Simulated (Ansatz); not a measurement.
Start from `[SiH3]S` and change one element to get CH₃SH.

Ansatz, PBE0-D4/def2-TZVP geometries, multiplicity 1. 

```tsv
property	`[SiH3]S`
LUMO energy (B3LYP/def2-TZVPP) / eV	-0.15
HOMO–LUMO gap (ωB97M-V/def2-TZVPP) / eV	11.47
size of the dipole moment (PBE/def2-TZVPP) / D	0.95
size of the dipole moment (ωB97M-V/def2-TZVPP) / D	0.99
size of the dipole moment (B3LYP/def2-TZVPP) / D	0.99
HOMO energy (B3LYP/def2-TZVPP) / eV	-7.27
```

Task: Give the same properties after the change, and the shifts. (Estimate.)

Result: The calculation gave: 
| property | CH₃SH | shift |
| --- | --- | --- |
| LUMO energy (B3LYP/def2-TZVPP) / eV | 0.21 | 0.36 |
| HOMO–LUMO gap (ωB97M-V/def2-TZVPP) / eV | 11.27 | -0.20 |
| size of the dipole moment (PBE/def2-TZVPP) / D | 1.53 | 0.58 |
| size of the dipole moment (ωB97M-V/def2-TZVPP) / D | 1.51 | 0.52 |
| size of the dipole moment (B3LYP/def2-TZVPP) / D | 1.52 | 0.53 |
| HOMO energy (B3LYP/def2-TZVPP) / eV | -6.54 | 0.73 |

With PBE0 the HOMO rises by 0.75 eV and the LUMO rises by 0.43 eV, so the gap narrows by about 0.32 eV. PBE moves the HOMO by 0.78 eV and ωB97M-V by 0.69 eV. Dipoles are sizes alone; their direction can turn.

B3LYP here is the variant with VWN-RPA as its local correlation; programs differ in this.
